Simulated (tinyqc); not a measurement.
Inside a calculation. Method: Pariser-Parr-Pople SCF with singles CI, for the molecule [CH2-]C=C(N)N (SMILES; centres numbered as the heavy atoms are written). One step of it, computed by the program tinyqc.

Task: Iteration 2: Fock matrix. F_rr = H_rr + P_rr gamma_rr / 2 + sum_(s != r) P_ss gamma_rs; F_rs = H_rs - P_rs gamma_rs / 2; E = tr P (H + F) / 2 + core repulsion sum_(r<s) z_r z_s gamma_rs.

P after iteration 1:
```
           1C         2C         3C         4N         5N
1C   1.731944   0.448348  -0.422127   0.183593   0.193306
2C   0.448348   1.249207   0.710799  -0.310603  -0.326578
3C  -0.422127   0.710799   1.309873   0.307946   0.321794
4N   0.183593  -0.310603   0.307946   1.860283  -0.145295
5N   0.193306  -0.326578   0.321794  -0.145295   1.848693
```

core matrix H (eV):
```
            1C          2C          3C          4N          5N
1C  -41.093753   -2.390000    0.000000    0.000000    0.000000
2C   -2.390000  -48.130614   -2.390000    0.000000    0.000000
3C    0.000000   -2.390000  -57.083495   -2.240000   -2.240000
4N    0.000000    0.000000   -2.240000  -54.293521    0.000000
5N    0.000000    0.000000   -2.240000    0.000000  -55.371141
```

repulsion gamma_rs (eV):
```
           1C         2C         3C         4N         5N
1C  11.130000   7.552439   5.239019   3.745416   4.825731
2C   7.552439  11.130000   7.554960   5.466427   5.465180
3C   5.239019   7.554960  11.130000   8.283102   8.281656
4N   3.745416   5.466427   8.283102  16.800000   5.599288
5N   4.825731   5.465180   8.281656   5.599288  16.800000
```

Centres (angstrom, eV; a flat drawing with bonds scaled to 1.40 angstrom):
```
centre          x          y  core charge z          W   gamma_rr
1C      -1.940000   0.000000              1  11.160000  11.130000
2C      -0.727000   0.700000              1  11.160000  11.130000
3C       0.485000   0.000000              1  11.160000  11.130000
4N       1.697000   0.700000              2  25.600000  16.800000
5N       0.485000  -1.400000              2  25.600000  16.800000
```

Give: F; pi energy.

Result:

F (eV):
```
        1C      2C      3C      4N      5N
1C   0.730  -4.083   1.106  -0.344  -0.466
2C  -4.083   2.070  -5.075   0.849   0.892
3C   1.106  -5.075  -0.564  -3.515  -3.572
4N  -0.344   0.849  -3.515  -4.150   0.407
5N  -0.466   0.892  -3.572   0.407  -3.393
```

pi energy = -108.364 eV
